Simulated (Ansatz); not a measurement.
in.yaml

```yaml
crystal:
  periodic: [false, false, false]
  atoms:
    - {symbol: Si, position_ang: [0.000000, -0.093392, 0.022381]}
    - {symbol: H, position_ang: [0.000000, 1.628385, -1.736028]}
    - {symbol: H, position_ang: [0.000000, 0.973912, 1.112393]}
basis:
  gaussian: {orbitals: cc-pVDZ}
magnetization: {spin_polarized: false}
correlation: {method: ccsdtq, electrons: outside_noble_gas}
```

```sh
$ ansatz run in.yaml --threads 1 --pin off --events-out ev --progress --plain --max-ram 2393MiB
```

Output:

```
502 factors; integrals over basis functions are off by at most 1.4e-7 eV
mean field evaluation 1: about -7888.6781 eV, gradient 9.9e0 eV
mean field evaluation 2: about -7888.6791 eV, gradient 9.9e0 eV
mean field evaluation 4: about -7889.3479 eV, gradient 8.2e-1 eV
mean field evaluation 8: about -7889.3550 eV, gradient 6.4e-4 eV
mean field evaluation 16: about -7889.3550 eV, gradient 2.1e-6 eV
mean field -7889.35503103 eV, -289.9284497935 hartree, gradient 2.1e-6 eV, S^2 0.000000; 0 other end points of the search recorded, 0 dependent functions left out; unrestricted orbitals would lower it
5 core orbitals not correlated: weight in the atoms' cores, before any rotation towards them, 1.000 or more for the frozen orbitals, at most 0.000 for the correlated occupied ones
reference -7889.35503103 eV, -289.9284497935 hartree; 3, 3 occupied and 20, 20 virtual orbitals, 502 factors
second order -2.53455816 eV of doubles, -0.00000000 eV of singles
cycle   1  -3.13080717 eV  change   -6.0e-1 eV  update   9.8e-2
cycle   2  -3.62161676 eV  change   -4.9e-1 eV  update   5.6e-2
cycle   3  -3.71264345 eV  change   -9.1e-2 eV  update   2.5e-2
cycle   4  -3.71824870 eV  change   -5.6e-3 eV  update   1.0e-2
cycle   5  -3.72857987 eV  change   -1.0e-2 eV  update   3.5e-3
cycle   6  -3.72480396 eV  change    3.8e-3 eV  update   1.5e-3
cycle   7  -3.72415656 eV  change    6.5e-4 eV  update   6.9e-4
cycle   8  -3.72528178 eV  change   -1.1e-3 eV  update   2.7e-4
cycle   9  -3.72508718 eV  change    1.9e-4 eV  update   1.1e-4
cycle  10  -3.72501411 eV  change    7.3e-5 eV  update   5.8e-5
cycle  11  -3.72499993 eV  change    1.4e-5 eV  update   3.4e-5
cycle  12  -3.72501768 eV  change   -1.8e-5 eV  update   1.7e-5
cycle  13  -3.72501835 eV  change   -6.7e-7 eV  update   8.1e-6
cycle  14  -3.72501165 eV  change    6.7e-6 eV  update   3.8e-6
cycle  15  -3.72501237 eV  change   -7.3e-7 eV  update   1.7e-6
cycle  16  -3.72501347 eV  change   -1.1e-6 eV  update   7.9e-7
cycle  17  -3.72501418 eV  change   -7.1e-7 eV  update   3.7e-7
Total energy: -7893.08004521 eV, -290.0653415397 hartree
```

For the same geometry and basis full CI lies 0.0 meV higher.

Ran on 1 thread of Arm Neoverse V1, shared host: 5.5 s wall, 0.15 GiB peak host memory.
